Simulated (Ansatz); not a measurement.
Heating and cooling a random packing of Al₃Ga₄N₇

A packing of 14 atoms, thrown in at random and pushed apart as soft spheres with like charges further apart (3 Al, 4 Ga, 7 N) went through Langevin stages in a fixed cell of 12.07 Å³/atom, at one k point, without spin and with a Fermi–Dirac width of kT (0.05 eV at least). Computed with DFT PBE, scalar-relativistic, plane waves, PAW in Ansatz.

```
thermostat (K) duration (fs) friction (1/fs) cutoff (eV) mean T (K) mean P (GPa) mean square displacement (Å²)
          4000             48            0.030          320        3735          16.4                           0.36
          4000            582            0.005          420        3445          16.8                           3.18
          2880            332            0.005          420        3270          17.2                           1.06
          1600            244            0.015          420        1655           9.1                           0.19
           300            200            0.015          420         399           5.2                           0.13
```

Means run over the second half of a stage; pressure includes the kinetic part; displacements count from the stage's start, the atoms' common shift taken off.

Cell and atoms were then relaxed on coarser meshes and computed once more: Plane waves to 420 eV, a k mesh through Γ of 4×4×4 on the computed 14-atom cell and Gaussian smearing (0.02 eV); no spin polarisation.

Task: What structure is left?

Result: One draw of many: 12.49 Å³/atom with a gap on the mesh of 1.36 eV, 0.57 eV/atom below the elements' standard states (static lattices, no corrections for gases) (a random packing after short dynamics, relaxed).

Counting as bonded all pairs within 1.2 times the summed covalent radii, but none from a metal cation to another cation:

```
atom → neighbour mean count mean length (Å) spread (Å)
          Al → N        4.00             1.92        0.05
          Ga → N        4.00             1.99        0.08
          N → Al        1.71             1.92        0.05
          N → Ga        2.29             1.99        0.08
```

Angles between all pairs of such bonds at an atom (mean ± spread): 109 ± 13° at Al, 109 ± 13° at Ga, 108 ± 14° at N.

```
Al N Ga
1.0
     5.55694    0.06891    0.08578
     0.07412    5.62460   -0.06085
     0.08979   -0.05906    5.59570
Al N Ga
3 7 4
Direct
  0.58512 0.44345 0.30182
  0.05796 0.61107 0.60112
  0.02989 0.44262 0.10665
  0.51968 0.95677 0.62723
  0.78134 0.20779 0.11960
  0.75016 0.45369 0.60284
  0.00230 0.94223 0.58128
  0.73830 0.67302 0.11666
  0.23333 0.46949 0.84121
  0.24726 0.43148 0.35633
  0.76367 0.94189 0.32568
  0.75866 0.14284 0.77961
  0.25237 0.16864 0.59478
  0.54066 0.65420 0.81539
```

Cost: 6 runs of about 44 core-minutes in all (earlier runs that led there not counted), on Intel Xeon Processor @ 2.50GHz (Skylake/Cascade Lake) (shared hosts).